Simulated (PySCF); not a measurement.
# How good is the calculation?

Geometry (Å), atoms numbered from 1 in this order:
```xyz
9

C     0.8664   -0.1844   -0.5200
C    -0.4564   -0.7286   -0.5618
C    -1.1638   -0.0596    0.3917
O    -0.3812    0.8492    1.0066
C     0.8442    0.7709    0.4515
H     1.7191   -0.4668   -1.1336
H    -0.8294   -1.5145   -1.2148
H    -2.1938   -0.1168    0.7341
H     1.5949    1.4505    0.8464
```

The experiment to reproduce: δ ¹³C C3/C5 143.7; C1/C2 110.5; δ ¹H H8/H9 7.52; H6/H7 6.44 ppm (measured; solution, CD3CN, 298 K; Fulmer et al., Organometallics 2010, 29, 2176).
δ ¹³C C3/C5 142.7; C1/C2 109.6; δ ¹H H8/H9 7.45; H6/H7 6.40 ppm (measured; solution, CDCl3, 298 K; Fulmer et al., Organometallics 2010, 29, 2176).

- geometry: PBE0-D3(BJ)/def2-SVP
- σ from GIAO-PBE0/pcSseg-1
- code: PySCF 2.14
- rapidly exchanging positions averaged, one computed conformer, relativity neglected, gas phase

(1) Set the calculated values beside the experiment.

(2) How far are the unscaled ¹³C shifts from the references?

(3) How far are the unscaled ¹H shifts from the references?

Results:

(1) 
Reference values: measured (solution, CD3CN, 298 K; Fulmer et al., Organometallics 2010, 29, 2176).
```json
{"atoms": "C3/C5", "quantity": "δ ¹³C", "reference": "143.7", "computed": "146.1", "computed, scaled": "141.2"}
{"atoms": "C1/C2", "quantity": "δ ¹³C", "reference": "110.5", "computed": "115.4", "computed, scaled": "111.4"}
{"atoms": "H8/H9", "quantity": "δ ¹H", "reference": "7.52", "computed": "7.42", "computed, scaled": "7.24"}
{"atoms": "H6/H7", "quantity": "δ ¹H", "reference": "6.44", "computed": "6.55", "computed, scaled": "6.42"}
```

Reference values: measured (solution, CDCl3, 298 K; Fulmer et al., Organometallics 2010, 29, 2176).
```tsv
atoms	quantity	reference	computed	computed, scaled
C3/C5	δ ¹³C	142.7	146.1	141.2
C1/C2	δ ¹³C	109.6	115.4	111.4
H8/H9	δ ¹H	7.45	7.42	7.24
H6/H7	δ ¹H	6.40	6.55	6.42
```

Computed shifts are σ(ref) − σ with the named reference compound (TMS for H and C) calculated as an isolated molecule at the same level. The measured values may be among those fitted. Empirical linear scaling, fitted to shifts measured mostly in CDCl3 for H and C (δ vs TMS): ¹H (scatter 0.21 ppm rms); ¹³C (scatter 2.0 ppm rms, 2.2 ppm with the 3 outliers that the fit left out). Occasional misses reach two or three times the rms, and more in compound classes unlike the fitted ones.

(2) Mean signed difference +4.13 ppm, mean absolute 4.13 ppm over 4 comparisons; the largest is +5.8 ppm at C1/C2 (aromatic CH).

(3) Mean signed difference +0.03 ppm, mean absolute 0.10 ppm over 4 comparisons; the largest is +0.15 ppm at H6/H7 (hydrogen on an aromatic CH).

8 of the 65 published NMR values on file for this molecule are compared. The rest: values from further sources, protons in aromatic solvents, values whose atom or origin is in doubt.
